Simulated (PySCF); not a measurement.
# AlFCl: from structure and modes to constants

All numbers come from UPBE0 in PySCF with Al def2-TZVP, F def2-TZVP, Cl def2-TZVP; no relativity; density-fitted integrals.

The doublet minimum has Cs symmetry. Masses (u): Al 26.98154, F 18.99840, Cl 34.96885.

```xyz
3
charge 0 multiplicity 2, angstrom
Al    0.6053   -0.0495   -0.5129
F    -0.3672    0.0300   -1.8408
Cl   -0.2675    0.0219    1.3967
```

Harmonic wavenumbers (cm⁻¹): 190.1 (a', ×1), 507.4 (a', ×1), 838.6 (a', ×1).

Task: Find the vibrational entropy and heat capacity at 298.15 K.

Result: With u = 1.43878 ω/T, each mode gives S = R[u/(eᵘ−1) − ln(1−e⁻ᵘ)] and C = R u² eᵘ/(eᵘ−1)².
```csv
ω (cm⁻¹),u,S (J/(mol K)),C (J/(mol K))
190.1,0.918,9.32,7.75
507.4,2.448,2.68,5.16
838.6,4.047,0.75,2.47
```
The sums over all modes are S = 12.7 and C = 15.4 J/(mol K); the softest mode gives 73 % of the entropy.

Task: Give the standard entropy (298.15 K, 1 bar) by its translational, rotational, vibrational and spin parts, and Cp.

Result: Sackur–Tetrode with M = 80.95 u gives 163.7; rotation with symmetry number 1 gives 101.1; vibration 12.7; spin R ln 2 = 5.8. The total is 283.3 J/(mol K), and Cp = 4 R + 15.4 = 48.6 J/(mol K).

Other isomers or separated fragments may lie lower.
